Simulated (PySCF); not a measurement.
Basis-set dependence of population analyses: 3-methyl-1-butene

Compound: 3-methyl-1-butene, C₅H₁₀.
Atom-mapped SMILES: `[CH2:1]=[CH:2][CH:3]([CH3:4])[CH3:5]` (hydrogens: H6, H7 on C1; H8 on C2; H9 on C3; H10, H11, H12 on C4; H13, H14, H15 on C5)

Cartesian coordinates in Å at the PBE0-D3(BJ)/def2-SVP level; atoms count from 1:
```xyz
15
C5H10 angstrom
C      2.2619   -0.1171   -0.2245
C      1.0655   -0.2332    0.3520
C     -0.2484    0.1292   -0.2774
C     -0.9364    1.2430    0.5117
C     -1.1494   -1.1002   -0.3938
H      2.3677    0.2691   -1.2440
H      3.1801   -0.4018    0.2962
H      1.0044   -0.6254    1.3773
H     -0.0417    0.5040   -1.2957
H     -0.3030    2.1407    0.5711
H     -1.8919    1.5269    0.0433
H     -1.1548    0.9175    1.5424
H     -1.3756   -1.5175    0.6015
H     -0.6700   -1.8923   -0.9882
H     -2.1077   -0.8437   -0.8722
```

PBE0 throughout (PySCF), one geometry, spherical d and f functions. The structure is a single PBE0-D3(BJ)/def2-SVP conformer in the gas phase; no vibrational or solvent corrections. Atoms taken as equivalent share a column and are averaged. The first 7 of 9 kinds of atom are listed.

Mulliken charges (e):

```csv
basis,functions,C1,C2,C3,C4/C5,H6,H7,H8
STO-3G,35,-0.177,-0.076,-0.059,-0.228,+0.076,+0.079,+0.073
6-31G,65,-0.368,-0.055,-0.232,-0.475,+0.152,+0.154,+0.151
6-31G*,90,-0.405,-0.061,-0.185,-0.518,+0.163,+0.167,+0.154
def2-SVP,120,-0.082,-0.067,-0.170,-0.038,+0.042,+0.048,+0.028
pcSseg-1,135,-0.162,-0.175,-0.342,-0.226,+0.112,+0.118,+0.103
"6-311+G(2d,p)",195,-0.428,+0.040,+0.327,-0.611,+0.107,+0.117,+0.099
def2-TZVP,215,-0.277,-0.147,+0.034,-0.377,+0.118,+0.125,+0.106
```

IAO charges (e):

```tsv
basis	functions	C1	C2	C3	C4/C5	H6	H7	H8
STO-3G	35	-0.272	-0.134	-0.129	-0.387	+0.127	+0.133	+0.126
6-31G	65	-0.329	-0.128	-0.098	-0.428	+0.142	+0.150	+0.135
6-31G*	90	-0.317	-0.123	-0.092	-0.408	+0.137	+0.144	+0.130
def2-SVP	120	-0.313	-0.120	-0.092	-0.397	+0.134	+0.142	+0.128
pcSseg-1	135	-0.323	-0.126	-0.095	-0.406	+0.139	+0.147	+0.132
6-311+G(2d,p)	195	-0.336	-0.126	-0.095	-0.420	+0.143	+0.151	+0.136
def2-TZVP	215	-0.335	-0.126	-0.095	-0.420	+0.142	+0.151	+0.136
```

Hirshfeld charges (e):

| basis | functions | C1 | C2 | C3 | C4/C5 | H6 | H7 | H8 |
| --- | --- | --- | --- | --- | --- | --- | --- | --- |
| STO-3G | 35 | -0.073 | -0.029 | +0.024 | -0.042 | +0.023 | +0.025 | +0.019 |
| 6-31G | 65 | -0.112 | -0.035 | -0.003 | -0.101 | +0.040 | +0.043 | +0.039 |
| 6-31G* | 90 | -0.112 | -0.037 | -0.007 | -0.101 | +0.040 | +0.043 | +0.040 |
| def2-SVP | 120 | -0.110 | -0.033 | -0.012 | -0.113 | +0.040 | +0.043 | +0.040 |
| pcSseg-1 | 135 | -0.109 | -0.034 | -0.019 | -0.115 | +0.041 | +0.044 | +0.041 |
| 6-311+G(2d,p) | 195 | -0.111 | -0.041 | -0.031 | -0.115 | +0.043 | +0.044 | +0.045 |
| def2-TZVP | 215 | -0.113 | -0.039 | -0.027 | -0.118 | +0.043 | +0.045 | +0.045 |

Which scheme is steadiest as the basis changes?

Largest range over the bases for any column: IAO 0.06 e, Hirshfeld 0.08 e, Mulliken 0.67 e. IAO charges move least and Mulliken charges most, counted in e. Without the minimal STO-3G basis the ranges are IAO 0.03, Hirshfeld 0.03, Mulliken 0.67 e.

How much do the charges still move between the two largest bases, 6-311+G(2d,p) and def2-TZVP?

At most, over all atoms: Mulliken 0.293 e, IAO 0.001 e, Hirshfeld 0.004 e.

What do the same runs give for the total energy, the frontier levels and the dipole moment?

```csv
basis,energy (Eh),HOMO (eV),LUMO (eV),μ (D)
STO-3G,-193.9508,-5.56,3.78,0.31
6-31G,-196.2375,-7.13,0.92,0.32
6-31G*,-196.2788,-7.09,0.90,0.30
def2-SVP,-196.1444,-7.32,0.60,0.34
pcSseg-1,-196.2587,-7.39,0.45,0.34
"6-311+G(2d,p)",-196.3387,-7.37,0.23,0.38
def2-TZVP,-196.3527,-7.36,0.37,0.37
```
